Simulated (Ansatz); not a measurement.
Relaxed structures of CH₅Si₂ (charge +1), closed shell (PBE0-D4/def2-TZVP; forces vanish, vibrations not checked; lower isomers may exist, and structures with a doubtful reference or unclear bonds are left out; Å). Program: Ansatz 0.2.0. Basis: def2-TZVPP. Cores are frozen in the correlated methods.

Rank them by CCSD(T) energy, lowest first, and give each one's height above the lowest. Links in brackets join atoms within 1.22 times the sum of their covalent radii (1.1 for two metals). (Judge from chemistry; the value comes from the calculation.)
A.
CH₅Si₂ ([CH2][Si][SiH3]), total charge +1
```
8
angstrom
C -1.1333 1.3016 -1.2160
Si 0.0410 0.1923 -0.7291
Si 0.9406 -1.0973 1.0679
H -2.0406 0.9784 -1.7275
H -0.9105 2.3655 -1.3041
H 1.2872 -0.0062 2.0043
H 2.0708 -1.8408 0.4840
H -0.2552 -1.8933 1.4204
```
B.
CH₅Si₂ ([CH3][Si][SiH2]), total charge +1
```
8
angstrom
C 0.8664 -0.9749 0.8677
Si 0.4714 -0.1586 -0.7364
Si -1.2433 1.3148 -0.9735
H -2.3378 0.8441 -1.8614
H -0.8188 2.7037 -1.2876
H 1.0724 -0.2027 1.6198
H 1.7210 -1.6457 0.7772
H -0.0144 -1.5318 1.2119
```
C.
CH₅Si₂ ([CH3][Si]12[H][Si]1[H]2), total charge +1
```
8
angstrom
C -1.0081 1.3060 -0.8663
Si 0.1170 -0.0240 -0.2687
Si 1.1542 -1.3840 1.0607
H -1.7270 0.8702 -1.5666
H -0.4149 2.0595 -1.3930
H 0.9450 0.3138 1.1563
H -1.5357 1.7653 -0.0273
H -0.5153 -1.0217 0.9289
```

By the calculation: C (0.000 eV), B (0.571 eV), A (1.008 eV). Heights count from the lowest.

T1 diagnostic: at most 0.023. The restricted Hartree–Fock reference is unstable towards an unrestricted one at one or more of these structures. A large double-excitation amplitude points to some diradical character; no triplet was computed.

For scale, one of the runs: CCSD(T)/def2-TZVPP, 185 basis functions, launched by `ansatz run in.yaml --threads 2 --pin off --events-out ev --progress --plain --max-ram 4352MiB`. Time: 36 s of wall clock on 2 CPU threads of an Arm Neoverse V1; the host was shared. Peak host memory: 1.6 GiB.
